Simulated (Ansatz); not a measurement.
A nudged elastic band was laid between two geometries of FH₃OSi (6 atoms, charge 0, multiplicity 1).

Method: RKS B3LYP-D4/def2-SVP (Ansatz).

* movable images: 7
* climbing image: yes
* spring: 5.0 eV/Å²
* optimiser: quadratic models (default)
* start path: through a guess of the saddle point
* force threshold: 0.05 eV/Å
* iteration limit: 60
* end points: relaxed

First end point:

```xyz
6
Properties=species:S:1:pos:R:3
Si 0.153 0.027 0.166
F 0.300 0.174 1.779
H 1.510 -0.310 -0.339
H -0.380 1.294 -0.378
O -0.953 -1.142 -0.209
H -0.737 -2.059 0.000
```

Last end point:

```xyz
6
Properties=species:S:1:pos:R:3
Si -0.016 -0.027 -0.761
F 1.247 0.124 1.388
H 2.032 0.011 0.897
H -1.068 0.903 -0.113
O -0.745 -1.506 -0.458
H -1.557 -1.520 0.066
```

Task: Which bonds break or form, and what moves?

Result: Bonds broken: Si1–F2, Si1–H3. Bonds formed: F2–H3. FH3OSi becomes FH + H2OSi.

Task: What energy profile does the band end with?

Result: The forces met the threshold. The highest image is number 6 of 0 to 8, 3.62 eV above the first end and 0.48 eV above the last; the last end lies 3.14 eV above the first. The profile has 2 maxima (images 1, 6) with wells between them (image 3): this band takes more than one step, which may be the mechanism or a detour left from its start path. Neighbouring images differ by up to 1.7 eV, so the band resolves the path poorly. A vibrational analysis at the climbing image gives one clearly imaginary mode, 1209i cm⁻¹: a first-order saddle point. The orbitals stay closed-shell, which can raise the energy where a bond breaks towards radicals; this wasn't checked here.

```csv
image,path coordinate (Å),energy (eV),Si1–F2 (Å),Si1–H3 (Å),F2–H3 (Å)
0,0.00,0.00,1.63,1.49,2.49
1,0.46,0.04,1.63,1.49,2.50
2,0.92,0.04,1.63,1.48,2.53
3,1.38,0.00,1.63,1.48,2.52
4,1.84,0.45,1.63,1.47,2.12
5,2.30,2.19,1.74,1.49,1.63
6,2.76,3.62,2.00,1.65,1.18
7,3.20,3.21,2.34,2.10,0.95
8,3.64,3.14,2.50,2.63,0.93
```

Task: What is the geometry of the highest image?

Result: 
```xyz
6
Properties=species:S:1:pos:R:3
Si 0.189 -0.067 -0.333
F 1.083 0.078 1.447
H 1.655 0.051 0.419
H -0.882 0.984 -0.145
O -0.613 -1.522 -0.324
H -1.537 -1.539 -0.044
```

The band took 11 iterations and of the order of 50 core-seconds.

Time of the run: 47 s on 1 thread of AMD EPYC 9R45 96-Core Processor (Zen 5) (shared host), peak memory 0.13 GiB.
